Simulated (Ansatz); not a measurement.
An input meant for BH3 (charge 0, singlet).

```yaml
crystal:
  periodic: [false, false, false]
  atoms:
    - {symbol: B, position_ang: [-0.000006, 0.000002, 0.000043]}
    - {symbol: H, position_ang: [1.191638, -0.031167, 0.015154]}
    - {symbol: H, position_ang: [-0.568680, 1.047589, -0.019586]}
    - {symbol: H, position_ang: [-0.622963, -1.016425, 0.004389]}
basis:
  gaussian: {orbitals: "6-31++G**"}
hamiltonian: {xc: {name: B3LYP-D3}, dispersion: d3bjatm}
output: {forces: true}
```

```sh
$ ansatz run in.yaml --threads 2 --pin off --events-out ev --progress --plain --max-ram 4352MiB
```

Output, abridged:

```
Error: YAML parse error: error: line 10 column 19: hamiltonian.xc: no functional is named "B3LYP-D3"; the names, which are not case-sensitive, are SVWN5, SPW92, PBE, PBE0, PBEsol, revPBE, revPBE0, RPBE, rPW86-PBE, HSE06, wPBEh, LC-wPBE, HISS, HF, BLYP, B3LYP, B3LYP5, BHLYP, CAM-B3LYP, r2SCAN, r2SCANh, r2SCAN0, r2SCAN50, m-r2SCAN, B97, wB97, wB97X, wB97X-V, B97M-V, wB97M-V, B2PLYP, B2GP-PLYP, PBE0-DH, PBE-QIDH
 8 | basis:
 9 |   gaussian: {orbitals: "6-31++G**"}
10 | hamiltonian: {xc: {name: B3LYP-D3}, dispersion: d3bjatm}
11 | output: {forces: true}
```

Something in this input is off. What?

The method's name isn't one that the program takes here. The input was rejected before any iteration.
